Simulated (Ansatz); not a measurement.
Reaction (hydrogenolysis of a C–C bond): `CCC(C)(C)C(C)C` + H₂ → `CC(C)C(C)(C)C` + CH₄

Isolated molecules relaxed with PBE0-D4/def2-TZVP in Ansatz; ΔE leaves out vibrations. CCSD(T)/CBS adds triple-zeta CCSD(T) − MP2 to the extrapolated MP2 energy (def2 sets, frozen cores). This one scheme is used for every species. Functionals use def2-TZVPP. B3LYP here is the variant with VWN-RPA as its local correlation; programs differ in this. Each species was taken in one conformer, which may not be the lowest.

```
             level  ΔE (kJ/mol)  difference from CCSD(T)/CBS
            PBE-D4        -71.7                         -0.9
         revPBE-D4        -65.4                          5.4
          B3LYP-D4        -76.3                         -5.5
        r2SCAN0-D4        -75.4                         -4.6
          BHLYP-D4        -79.7                         -8.9
            B2PLYP        -81.9                        -11.1
          PBE-QIDH        -75.1                         -4.3
              BLYP        -91.0                        -20.2
             B3LYP        -89.6                        -18.8
RPA@PBE/def2-TZVPP        -69.0                          1.8
      MP2/def2-SVP        -68.8                          2.0
     CCSD/def2-SVP        -76.1                         -5.3
     HF/def2-TZVPP        -98.5                        -27.7
    MP2/def2-QZVPP        -67.2                          3.6
      HF/CBS(def2)        -98.3                        -27.5
    CCSD/CBS(def2)        -75.5                         -4.7
       CCSD(T)/CBS        -70.8                            0
```

Largest T1 diagnostic among the species: 0.009.

Leaving LDA and LC-ωPBE aside and taking each functional with its dispersion term where it has one, the values spread over 16.5 kJ/mol, from B2PLYP to revPBE-D4. LDA lies +15.1 kJ/mol from PBE without D4. In def2-TZVPP, CCSD(T) changes the Hartree–Fock value by +27.0 kJ/mol (the triples alone add +4.7 kJ/mol) and MP2 by +30.9 kJ/mol.
